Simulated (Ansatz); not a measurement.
Two shapes of doublet AlO2.

Shape 1:

```xyz
3

O     0.0000    0.0000   -1.7220
Al    0.0000    0.0000    0.0000
O     0.0000    0.0000    1.7220
```

Shape 2:

```xyz
3

O     0.0000    0.0000   -1.8040
Al    0.0000    0.0000    0.0000
O     0.0000    0.0000    1.8040
```

Basis set: def2-SVP (spherical functions). Left uncorrelated: 7 orbitals. Correlation on ROHF uses semicanonical orbitals with singles. Charge 0, multiplicity 2.

Computed with Ansatz (development build ahead of 0.2.0); each method stands on the lowest determinant of its kind that the runs found.

**Question.** Which shape is lower in energy, and by how much in each method?

**Answer.**

```
      method  E(2) − E(1) (eV)
        ROHF             0.576
         UHF             0.325
    ROHF-MP2             0.404
ROHF-CCSD(T)             0.388
 UHF-CCSD(T)             0.415
```

Shape 1 is lower. Caution: the determinant may break the point group. Caution for UHF, UHF-CCSD(T): the unrestricted determinant is spin contaminated. Caution for ROHF-CCSD(T), UHF-CCSD(T): another reference gives a lower total.
